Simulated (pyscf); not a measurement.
# Four-centre exchange: H₂N–SiH₂–NH–SiH₂–NH₂ + silyl (SiH₃•) → H₂N–SiH₂–NH–SiH₂–NH–SiH₂• + hydrogen (H₂)

Gas phase, doublet surface, charge 0. Bonds broken: N1–H6, Si15–H16. Bonds formed: N1–Si15, H6–H16. Optimised with ωB97X-D3(BJ)/def2-SVP in PySCF.

Transition state (Å):

```xyz
18

N      0.6866     0.4946     1.7158
Si    -1.0727     0.7470     1.5548
N     -1.9383    -0.6963     1.1658
Si    -1.7189    -1.5854    -0.3239
N     -1.0541    -0.4995    -1.4784
H      1.4878     1.4829     1.9178
H      0.9221    -0.1991     2.4311
H     -1.5739     1.1985     2.8846
H     -1.2014     1.8338     0.5530
H     -2.5904    -1.0443     1.8629
H     -0.7449    -2.7081    -0.2059
H     -3.0540    -2.1436    -0.6946
H     -1.5340     0.3082    -1.8560
H     -0.1242    -0.6219    -1.8594
Si     1.9509     0.4652     0.3131
H      2.4438     1.8693     1.5284
H      1.7181    -0.9256    -0.2761
H      1.3516     1.4148    -0.6772
```

One imaginary mode, 1601i cm⁻¹; descent along it reached the two sides named.

| bond | change | reactant side (Å) | saddle | product side |
|---|---|---|---|---|
| N1–H6 | breaks | 1.016 | 1.288 | 2.7 |
| Si15–H16 | breaks | 1.495 | 1.921 | 4.0 |
| N1–Si15 | forms | 3.0 | 1.889 | 1.742 |
| H6–H16 | forms | 2.7 | 1.102 | 0.761 |

Electronic energies relative to the separated reactants (kJ/mol):

```json
[
 {"level": "ωB97X-D3(BJ)/def2-TZVP", "barrier": "128.1", "reaction energy": "-50.0", "reverse barrier": "178.1"},
 {"level": "PBE/def2-TZVP", "barrier": "115.8", "reaction energy": "-35.4", "reverse barrier": "151.2"},
 {"level": "r²SCAN/def2-TZVP", "barrier": "123.3", "reaction energy": "-41.3", "reverse barrier": "164.6"},
 {"level": "B3LYP-D3(BJ)/def2-TZVP", "barrier": "127.6", "reaction energy": "-45.1", "reverse barrier": "172.6"},
 {"level": "PBE0-D3(BJ)/def2-TZVP", "barrier": "119.0", "reaction energy": "-38.1", "reverse barrier": "157.1"},
 {"level": "M06-2X/def2-TZVP", "barrier": "134.5", "reaction energy": "-47.0", "reverse barrier": "181.5"},
 {"level": "ωB97M-D3(BJ)/def2-TZVP", "barrier": "133.3", "reaction energy": "-38.8", "reverse barrier": "172.1"},
 {"level": "HF/def2-TZVP", "barrier": "235.3", "reaction energy": "-19.6", "reverse barrier": "255.0"}
]
```

With ωB97M-D3(BJ)/def2-TZVP energies and thermal terms (ideal gas, 1 atm, RRHO with modes under 100 cm⁻¹ raised to 100, one conformer, R ln 2 for chiral ones without a mode under 150 cm⁻¹), in kJ/mol:

```
T (K)    ΔH‡    ΔG‡     ΔH     ΔG
-----  -----  -----  -----  -----
298    123.2  172.3  -48.4  -37.1
600    124.3  222.0  -43.7  -27.4
900    127.7  270.1  -39.9  -20.2
1200   131.7  317.0  -37.1  -14.0
```

At the saddle there is also a short H–Si contact that neither side keeps. This is the saddle that the search found; another between the same sides may lie lower.
